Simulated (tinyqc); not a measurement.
UHF in the sto-3g basis, for CH, spin multiplicity 4, step by step. One step of it, computed by the program tinyqc.

Question. Iteration 1: building the Fock matrix. J_ij = sum D_kl (ij|kl) with D = D(alpha) + D(beta), K_ij = sum D_kl (ik|jl) for each spin; F = H + J - K(s); E = tr D H + tr D J / 2 - 0.5 sum_s tr D(s) K(s) + E_nn.

D(alpha) at the start, lower triangle:
```
,1C 1s,1C 2s,1C 2px,1C 2py,1C 2pz,2H 1s
1C 1s,1.069229
1C 2s,-0.284733,1.168157
1C 2px,0.000000,0.000000,1.000000
1C 2py,0.000000,0.000000,0.000000,1.000000
1C 2pz,-0.020769,0.110828,0.000000,0.000000,1.117973
2H 1s,0.035883,-0.141405,0.000000,0.000000,-0.170479,0.039398
```

D(beta) at the start, lower triangle:
```
,1C 1s,1C 2s,1C 2px,1C 2py,1C 2pz,2H 1s
1C 1s,1.054647
1C 2s,-0.224866,0.922363
1C 2px,0.000000,0.000000,0.000000
1C 2py,0.000000,0.000000,0.000000,0.000000
1C 2pz,-0.128005,0.551107,0.000000,0.000000,0.329324
2H 1s,0.044652,-0.177407,0.000000,0.000000,-0.105991,0.034124
```

core Hamiltonian H = T + V (hartree), lower triangle:
```
,1C 1s,1C 2s,1C 2px,1C 2py,1C 2pz,2H 1s
1C 1s,-18.189065
1C 2s,-4.384280,-5.138904
1C 2px,0.000000,0.000000,-4.058934
1C 2py,0.000000,0.000000,0.000000,-4.058934
1C 2pz,-0.013129,-0.142205,0.000000,0.000000,-4.156922
2H 1s,-0.788423,-1.827303,0.000000,0.000000,-1.602276,-3.000535
```

Two-electron integrals (ij|kl) in chemists' order, unique and non-zero (hartree):
```
i,j,k,l,(ij|kl)
1,1,1,1,3.541948
2,1,1,1,0.576921
2,1,2,1,0.111888
2,2,1,1,0.854682
2,2,2,1,0.205284
2,2,2,2,0.624709
3,1,3,1,0.020296
3,2,3,1,0.030858
3,2,3,2,0.137996
3,3,1,1,0.852436
3,3,2,1,0.205335
3,3,2,2,0.624568
3,3,3,3,0.672833
4,1,4,1,0.020296
4,2,4,1,0.030858
4,2,4,2,0.137996
4,3,4,3,0.036269
4,4,1,1,0.852436
4,4,2,1,0.205335
4,4,2,2,0.624568
4,4,3,3,0.600295
4,4,4,4,0.672833
5,1,5,1,0.020296
5,2,5,1,0.030858
5,2,5,2,0.137996
5,3,5,3,0.036269
5,4,5,4,0.036269
5,5,1,1,0.852436
5,5,2,1,0.205335
5,5,2,2,0.624568
5,5,3,3,0.600295
5,5,4,4,0.600295
5,5,5,5,0.672833
6,1,1,1,0.103031
6,1,2,1,0.019873
6,1,2,2,0.036435
6,1,3,3,0.036312
6,1,4,4,0.036312
6,1,5,1,0.001196
6,1,5,2,0.002243
6,1,5,5,0.036695
6,1,6,1,0.003607
6,2,1,1,0.262593
6,2,2,1,0.063990
6,2,2,2,0.216214
6,2,3,3,0.210890
6,2,4,4,0.210890
6,2,5,1,0.006080
6,2,5,2,0.043070
6,2,5,5,0.226655
6,2,6,1,0.011868
6,2,6,2,0.100648
6,3,3,1,0.006307
6,3,3,2,0.033873
6,3,5,3,0.008271
6,3,6,3,0.011911
6,4,4,1,0.006307
6,4,4,2,0.033873
6,4,5,4,0.008271
6,4,6,4,0.011911
6,5,1,1,0.229872
6,5,2,1,0.056715
6,5,2,2,0.203192
6,5,3,3,0.193027
6,5,4,4,0.193027
6,5,5,1,0.010970
6,5,5,2,0.071174
6,5,5,5,0.223298
6,5,6,1,0.010978
6,5,6,2,0.112232
6,5,6,5,0.134786
6,6,1,1,0.421964
6,6,2,1,0.104556
6,6,2,2,0.402862
6,6,3,3,0.381837
6,6,4,4,0.381837
6,6,5,1,0.011981
6,6,5,2,0.115562
6,6,5,5,0.444383
6,6,6,1,0.019630
6,6,6,2,0.242175
6,6,6,5,0.297552
6,6,6,6,0.774606
```

nuclear repulsion = 2.56467146 hartree

Give: Coulomb J; exchange K(alpha); exchange K(beta); F(alpha); F(beta); total energy of this density.

Answer.

Coulomb J (hartree), lower triangle:
```
,1C 1s,1C 2s,1C 2px,1C 2py,1C 2pz,2H 1s
1C 1s,11.4131
1C 2s,2.1870,4.8503
1C 2px,0.0000,0.0000,4.8415
1C 2py,0.0000,0.0000,0.0000,4.8415
1C 2pz,0.0259,0.1155,0.0000,0.0000,4.8518
2H 1s,0.3915,1.6430,0.0000,0.0000,1.5329,2.9292
```

exchange K(alpha) (hartree), lower triangle:
```
,1C 1s,1C 2s,1C 2px,1C 2py,1C 2pz,2H 1s
1C 1s,3.6541
1C 2s,0.6726,1.0955
1C 2px,0.0000,0.0000,0.9035
1C 2py,0.0000,0.0000,0.0000,0.9035
1C 2pz,0.0003,0.0007,0.0000,0.0000,0.8999
2H 1s,0.1272,0.3223,0.0000,0.0000,0.2290,0.1756
```

exchange K(beta) (hartree), lower triangle:
```
,1C 1s,1C 2s,1C 2px,1C 2py,1C 2pz,2H 1s
1C 1s,3.5880
1C 2s,0.5849,0.5706
1C 2px,0.0000,0.0000,0.1340
1C 2py,0.0000,0.0000,0.0000,0.1340
1C 2pz,0.0136,0.3214,0.0000,0.0000,0.2894
2H 1s,0.1094,0.2494,0.0000,0.0000,0.1801,0.1358
```

F(alpha) (hartree), lower triangle:
```
,1C 1s,1C 2s,1C 2px,1C 2py,1C 2pz,2H 1s
1C 1s,-10.4301
1C 2s,-2.8699,-1.3841
1C 2px,0.0000,0.0000,-0.1209
1C 2py,0.0000,0.0000,0.0000,-0.1209
1C 2pz,0.0125,-0.0273,0.0000,0.0000,-0.2050
2H 1s,-0.5241,-0.5066,0.0000,0.0000,-0.2984,-0.2469
```

F(beta) (hartree), lower triangle:
```
,1C 1s,1C 2s,1C 2px,1C 2py,1C 2pz,2H 1s
1C 1s,-10.3639
1C 2s,-2.7822,-0.8592
1C 2px,0.0000,0.0000,0.6486
1C 2py,0.0000,0.0000,0.0000,0.6486
1C 2pz,-0.0008,-0.3481,0.0000,0.0000,0.4055
2H 1s,-0.5063,-0.4337,0.0000,0.0000,-0.2494,-0.2071
```

total energy of this density = -37.186549 hartree
